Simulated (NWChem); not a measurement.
System: silicon monoxide (SiO, singlet); SMILES [Si]=O

NWChem input:

```
start job
memory heap 200 mb stack 900 mb global 1100 mb
geometry units angstroms noautoz
  Si     0.000000     0.000000     0.555946
  O      0.000000     0.000000    -0.967383
end
basis spherical
  * library def2-tzvpd
end
dft
  xc becke88 lyp
  iterations 150
  mulliken
end
task dft energy
```

Parts of the log:

```
             Northwest Computational Chemistry Package (NWChem) 7.3.0
             --------------------------------------------------------

 ORDER OF PRIMARY AXIS IS BEING SET TO 4
 C4V symmetry detected

                             Geometry "geometry" -> ""
                             -------------------------

 Output coordinates in angstroms (scale by  1.889725989 to convert to a.u.)

  No.       Tag          Charge          X              Y              Z
 ---- ---------------- ---------- -------------- -------------- --------------
    1 Si                  14.0000     0.00000000     0.00000000     0.55393782
    2 O                    8.0000     0.00000000     0.00000000    -0.96939118

 Effective nuclear repulsion energy (a.u.)      38.9067968167

      Symmetry information
      --------------------

 Group name             C4v
 Group number             18
 Group order               8
 No. of unique centers     2

                                 NWChem DFT Module
                                 -----------------

 Summary of "ao basis" -> "ao basis" (spherical)
 ------------------------------------------------------------------------------
       Tag                 Description            Shells   Functions and Types
 ---------------- ------------------------------  ------  ---------------------
 Si                        def2-tzvpd               15       43   6s5p3d1f
 O                         def2-tzvpd               14       40   6s4p3d1f

      Symmetry analysis of basis
      --------------------------

        a1         29
        a2          0
        b1          8
        b2          8
        e          38

            General Information
            -------------------
          SCF calculation type: DFT
          Wavefunction type:  closed shell.
          No. of atoms     :     2
          No. of electrons :    22
           Alpha electrons :    11
            Beta electrons :    11
          Charge           :     0
          Spin multiplicity:     1
          Use of symmetry is: on ; symmetry adaption is: on
          Maximum number of iterations: 150
          AO basis - number of functions:    83
                     number of shells:    29
          Convergence on energy requested:  1.00D-06
          Convergence on density requested:  1.00D-05
          Convergence on gradient requested:  5.00D-04

              XC Information
              --------------
                    Becke 1988 Exchange Functional  1.000
              Lee-Yang-Parr Correlation Functional  1.000

             Grid Information
             ----------------
          Grid used for XC integration:  medium
          Radial quadrature: Mura-Knowles
          Angular quadrature: Lebedev.
          Tag              B.-S. Rad. Rad. Pts. Rad. Cut. Ang. Pts.
          ---              ---------- --------- --------- ---------
          Si                  1.10       88          10.0       590
          O                   0.60       49          10.0       434
          Grid pruning is: on
          Number of quadrature shells:   137
          Spatial weights used:  Erf1

      Superposition of Atomic Density Guess
      -------------------------------------

 Sum of atomic energies:        -363.61985646

      Non-variational initial energy
      ------------------------------

 Total energy =    -363.651761
 1-e energy   =    -580.776602
 2-e energy   =     178.218045
 HOMO         =      -0.352851
 LUMO         =      -0.032221

      Symmetry analysis of molecular orbitals - initial
      -------------------------------------------------

 !! scf_movecs_sym_adapt:   16 vectors were symmetry contaminated

  Symmetry fudging

 !! scf_movecs_sym_adapt:   14 vectors were symmetry contaminated

  Numbering of irreducible representations:

     1 a1          2 a2          3 b1          4 b2          5 e

  Orbital symmetries:

     1 a1          2 a1          3 a1          4 a1          5 e
     6 e           7 a1          8 a1          9 e          10 e
    11 a1         12 e          13 e          14 a1         15 a1
    16 a1         17 e          18 e          19 b1         20 b2
    21 e

     ---------------------------------------------
      Total Density - Mulliken Population Analysis
     ---------------------------------------------

    Atom       Charge   Shell Charges
 -----------   ------   -------------------------------------------------------
    1 Si  14    12.97   2.00  0.59  1.38  1.08  0.85  0.06  4.09  1.75  0.34  0.50  0.14  0.10  0.06  0.00  0.03
    2 O    8     9.03   0.79  1.18  0.62  1.00  0.24 -0.02  2.09  2.25  0.83  0.01  0.00  0.01  0.01  0.00

   convergence    iter        energy       DeltaE   RMS-Dens  Diis-err
 ---------------- ----- ----------------- --------- --------- ---------
 d= 0,ls=0.0,diis     1   -364.6005905264 -4.04D+02  3.05D-02  1.52D+00
 d= 0,ls=0.0,diis     2   -360.2813601567  4.32D+00  2.61D-02  2.48D+01
 d= 0,ls=0.0,diis     3   -364.7717953127 -4.49D+00  2.40D-03  2.05D-02
 d= 0,ls=0.0,diis     4   -364.7736662218 -1.87D-03  8.12D-04  7.48D-03
 d= 0,ls=0.0,diis     5   -364.7745698476 -9.04D-04  8.98D-05  4.67D-05
  Resetting Diis
 d= 0,ls=0.0,diis     6   -364.7745717628 -1.92D-06  2.93D-05  2.93D-06
 d= 0,ls=0.0,diis     7   -364.7745720379 -2.75D-07  6.64D-06  1.33D-07

         Total DFT energy =     -364.774572037900
      One electron energy =     -582.423424774908
           Coulomb energy =      208.194259886432
    Exchange-Corr. energy =      -29.452203966110
 Nuclear repulsion energy =       38.906796816686

 Numeric. integr. density =       21.999998394909

                  Occupations of the irreducible representations
                  ----------------------------------------------

[...]
```

Level: BLYP/def2-TZVPD. Low-valent species are run as closed-shell singlets; no triplet was tried in these runs. The geometry was optimised at PBE0/def2-SVP.
